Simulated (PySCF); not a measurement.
Species: C₄H₃O (doublet state).
Bonds: O1–C2 (double), C2–C3, C3–C4 (double), C4–C5, C2–C5. Hydrogens: H6 on C3; H7, H8 on C5.

Identity: `O=C1C=[C]C1` [radical].

Computed, not measured: UKS B3LYP, pcH-1 on C H O, non-relativistic, mean-field spin-orbit, GIAO (PySCF 2.14.0). One conformer (not necessarily the lowest) at the GFN2-xTB geometry, without solvent, vibrations or thermal averaging. The geometry wasn't refined by DFT: couplings that depend on bond lengths, twists or pyramidal angles can differ widely from those at the functional's own minimum. No stability test was run, so a lower SCF solution isn't excluded.

**Question.** Give the principal g shifts and their parts.

**Answer.** 
```csv
Δg (ppm),1,2,3
relativistic mass correction,-174,-174,-174
gauge correction,13,23,8
orbital Zeeman/spin–orbit,-630,-396,445
total,-791,-547,279
```

So g = 2.00153, 2.00177, 2.00260 and g_iso = 2.00197; the tensor is rhombic: the two nearest values differ by 23 % of g3 − g1. 

**Question.** At 94.447 GHz, how far is the centre of the isotropic spectrum from where a free electron (g = 2.002319) resonates?

**Answer.** B = hν/(g μB) with μB/h = 13.99624 MHz/mT gives 3370.10 mT for the free electron and 3370.70 mT at g_iso, 0.59 mT higher.

**Question.** What effective moment and Curie constant follow for a powder?

**Answer.** With the mean of g² = 4.0079 and S(S+1) = 0.75: μ_eff = √(⟨g²⟩S(S+1)) = 1.734 μB and χT = 0.12505·⟨g²⟩·S(S+1) = 0.376 cm³ K/mol (cgs; spin-Hamiltonian part alone).

**Question.** In a frozen sample, at which fields do the three g values resonate at 9.5, 34, 94 and 263 GHz (hyperfine left aside), and which band first spreads them over more than twice a line width of 1.0 mT?

**Answer.** 
```
band    GHz  B(g3) mT  B(g2) mT  B(g1) mT  spread mT
   X    9.5    338.94    339.08    339.12       0.18
   Q   34.0   1213.04   1213.54   1213.68       0.65
   W   94.0   3353.69   3355.07   3355.48       1.79
   J  263.0   9383.19   9387.06   9388.20       5.01
```

The spread grows in proportion to the frequency. J band is the first where it exceeds 2.0 mT.

The largest Mulliken spin populations are on C4 (+0.93), C2 (+0.09) and C3 (-0.06). No atom but C4 exceeds +0.15.

The HOMO–LUMO gaps are 5.72 eV among the α and 3.72 eV among the β orbitals.
